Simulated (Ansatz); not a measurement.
## H₃OSSi, SMILES O[SiH2][S]: a rigid torsion scan, step by step

Program: the Python package of Ansatz (0.2.0).

Notebook, run cell by cell (the value of a cell's last expression is shown):

```python
import ansatz
from ase import Atoms
```

```python
atoms = Atoms(["O", "Si", "S", "H", "H", "H"], positions=[
    [-0.3408, -1.3101, -0.1468],
    [0.3719, 0.1664, 0.1599],
    [-1.0548, 1.6377, -0.4682],
    [-1.197, -1.119, -0.5442],
    [1.6189, 0.2604, -0.6577],
    [0.6439, 0.3007, 1.6107],
])
```

```python
# relax first, so that the scan starts from a minimum
first = (
    ansatz.Crystal.molecule_from_ase(atoms).calculation()
    .basis(gaussian="def2-SVP")  # the orbital basis, by name
    .functional("r2SCAN", dispersion="d3bj")
    .spin("collinear", total=1)  # two spin channels
    .relax(force_tolerance=0.02, max_steps=80)  # relax until the tolerances are met
)
atoms.positions = first.run().report["positions_ang"]
```

    DeckWarning: the engine holds no damping parameters fitted to this dispersion correction and functional, so the run takes those fitted to r2scan beside the three-body term, which d3bj leaves out (hamiltonian.dispersion, under Limitations)

```python
start = atoms.get_dihedral(2, 1, 0, 3)
energies = {}
for turn in range(0, 360, 40):
    turned = atoms.copy()
    turned.set_dihedral(2, 1, 0, 3, start + turn, indices=[0, 3])
    calculation = (
        ansatz.Crystal.molecule_from_ase(turned).calculation()
        .basis(gaussian="def2-SVP")
        .functional("r2SCAN", dispersion="d3bj")
        .spin("collinear", total=1)  # two spin channels
    )
    energies[round((start + turn) % 360)] = calculation.run().report["free_energy_ev"]
floor = min(energies.values())
print("dihedral S2-Si1-O0-H3 (deg)   E - E(min) (eV)")
for angle, e in sorted(energies.items()):
    print(f"{angle:8d} {(e - floor):14.3f}  " + "#" * int(30 * (e - floor) / max(max(energies.values()) - floor, 1e-9)))
```

    dihedral S2-Si1-O0-H3 (deg)   E - E(min) (eV)
          12          0.036  #######
          52          0.000
          92          0.044  #########
         132          0.119  #########################
         172          0.138  ##############################
         212          0.111  ########################
         252          0.086  ##################
         292          0.084  ##################
         332          0.081  #################

The lowest point is at 52° and the highest at 172°, 0.138 eV (13.3 kJ/mol) above it, with the rest of the molecule held.

Caveats:
- Warnings are shown shortened and without file and line.
- The scan is rigid and the energies are electronic, in a modest basis. With rigid groups the curve can differ much from the relaxed path, the start wasn't checked as a minimum of this torsion, and equivalent turns needn't return to the same energy.
- The species is open-shell (spin multiplicity 2).
- A dispersion term here runs with damping parameters fitted for another variant or functional.
- The whole script took 2.9 min on 1 thread of Intel(R) Xeon(R) Platinum 8488C (Sapphire Rapids), on a shared host, peak memory 0.27 GiB.

(A comment or docstring line of the script was reworded after the run, the code is as it ran; lines on the test bed's own set-up are left out of the output.)
